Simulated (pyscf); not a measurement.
disiloxane (H₃Si–O–SiH₃) + hydrogen fluoride (HF) → F–SiH₃ + silanol (HO–SiH₃), a four-centre exchange (singlet surface; O–Si, F–H broken, F–Si, H–O formed). Single points on ωB97X-D3(BJ)/def2-SVP structures (PySCF, gas phase). Energies in eV from the separated reactants.

GFN2-xTB: tblite. 

Question: Quick GFN2-xTB single points give ΔE‡ = 0.50 eV and ΔE = -0.60 eV. What does ωB97M-D3(BJ)/def2-TZVP give, and how far is the quick result from it?

Answer: ωB97M-D3(BJ)/def2-TZVP gives ΔE‡ = 0.77 eV and ΔE = -0.28 eV. GFN2-xTB lies 0.28 eV under it in the barrier and 0.32 eV under it in the reaction energy, so on this step it does not hold to within 0.13 eV. ωB97M-D3(BJ)/def2-TZVP has limits of its own. On the reactant side the descent ends in a complex, 0.26 eV under the separated species and 1.05 eV under the saddle at ωB97X-D3(BJ)/def2-TZVP. On the product side the descent ends in a complex (not fully relaxed), 0.18 eV under the separated species and 1.19 eV under the saddle at ωB97X-D3(BJ)/def2-TZVP. One saddle was located; it need not be the lowest between these sides.
